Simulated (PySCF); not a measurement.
## Spectroscopy problems

[PySCF 2.14.0 with density-fitted response routines: couplings computed with B3LYP/pcJ-1 (spin–dipole term left out of most H,H and C,H couplings); shieldings: GIAO PBE0/pcSseg-1; coordinates at the GFN2-xTB level; fast rotation and ring inversion assumed for equivalent nuclei; non-relativistic Hamiltonian; single conformer; no solvent]

Referencing at the same level of theory: ¹H and ¹³C vs TMS. Multiplet labels drop J under 1 Hz and among equivalent protons, and merge close values. Unscaled 3J(H,H) run several per cent high. Acid and N–H amide carbonyl carbons lie up to 10 ppm further downfield in solution (hydrogen bonding). Shifts are as computed. Against solution values, carbons near 30 ppm lie about +3 ppm off and those near 130 ppm about +5 ppm. Of 1211 compounds with measured shifts, 218 miss one by over three times the rms of a fit or turn the order of signals round; such compounds aren't used in these exercises. OH and NH positions are gas-phase values without hydrogen bonding to other molecules.

**Question.** C4H6O2. ¹H NMR (600 MHz, computed): δ 6.08 (br s, 1H), 1.65 (tt, J = 9.0, 5.2 Hz, 1H), 1.02 (m, 2H), 0.90 (m, 2H). ¹³C{¹H} NMR (computed): δ 180.6 (C), 13.6 (CH), 11.8 (CH2). Identify the compound.

**Answer.** `O=C(O)C1CC1`. Rings plus π bonds: 2 (1 ring in the answer). 3 carbon signals for 4 carbons: some carbons are equivalent by symmetry or fast rotation. Carbon types of the structure: 1 × C, 1 × CH, 2 × CH2, leaving 1 H on heteroatoms. δC 180.6: carboxylic acid carbon; lone-pair donation from the attached heteroatom keeps it upfield of a ketone carbonyl. δC 13.6, 11.8: three-membered-ring carbon; carbons of three-membered rings are unusually shielded. δH 6.08: hydrogen on an acid hydroxyl oxygen; exchangeable; this is the value without hydrogen bonding to other molecules. δH 1.65, 1.02, 0.90: hydrogen on a three-membered-ring carbon.

The shifts were computed for this structure.

**Question.** C4H6O2. ¹H NMR (400 MHz, computed): δ 7.88 (dd, J = 15.1, 7.9 Hz, 1H), 5.08 (dd, J = 15.1, 2.5 Hz, 1H), 4.83 (dd, J = 7.9, 2.5 Hz, 1H), 2.14 (s, 3H). ¹³C{¹H} NMR (computed): δ 172.4 (C), 149.3 (CH), 101.1 (CH2), 23.2 (CH3). What is it?

**Answer.** vinyl acetate (C=COC(C)=O). The formula gives 2 degrees of unsaturation (no ring in the answer). 4 carbon signals for 4 carbons: no two carbons are equivalent. Carbon types of the structure: 1 × C, 1 × CH, 1 × CH2, 1 × CH3, which accounts for all hydrogens. δC 172.4: ester carbonyl carbon; lone-pair donation from the attached heteroatom keeps it upfield of a ketone carbonyl. δC 149.3: alkene carbon bearing oxygen; an sp2 carbon further deshielded by the attached heteroatom. δC 101.1: β carbon of an enol-ether or enamine type C=C; the O or N lone pair pushes π density onto this β carbon and shields it. δH 5.08, 4.83: hydrogen on a β carbon of an enol-ether or enamine type C=C; lone-pair donation from O or N shields it, upfield of ordinary alkene protons. The protons at 5.08 and 7.88 share a coupling of 15.1 Hz (vicinal, trans across C=C). The protons at 4.83 and 7.88 share a coupling of 7.9 Hz (vicinal, cis across C=C).

The data come from this structure; uniqueness wasn't tested.
